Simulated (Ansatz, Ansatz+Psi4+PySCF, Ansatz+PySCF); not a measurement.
```yaml
atoms:
  - { symbol: S, position_ang: [0.0000, 0.0000, 0.0788] }
  - { symbol: H, position_ang: [0.0000, 0.0000, -1.2614] }
```

Basis set: cc-pVTZ on H; cc-pV(T+d)Z on S (spherical functions). Correlated methods keep 5 orbitals frozen. Correlation on ROHF uses semicanonical orbitals with singles. Charge 0, multiplicity 2.

Computed with Ansatz (development build ahead of 0.2.0); each method stands on the lowest determinant of its kind that the runs found.

The atomization energy at this shape (free ground-state atoms in the same class of orbitals less the molecule, no zero-point energy) of doublet SH:

```json
{"method": "UHF-CCSD(T)", "atomization energy": "353.8 kJ/mol"}
```

(1) What does ROHF-MP2 give?

Answers

(1) 344.7 kJ/mol.
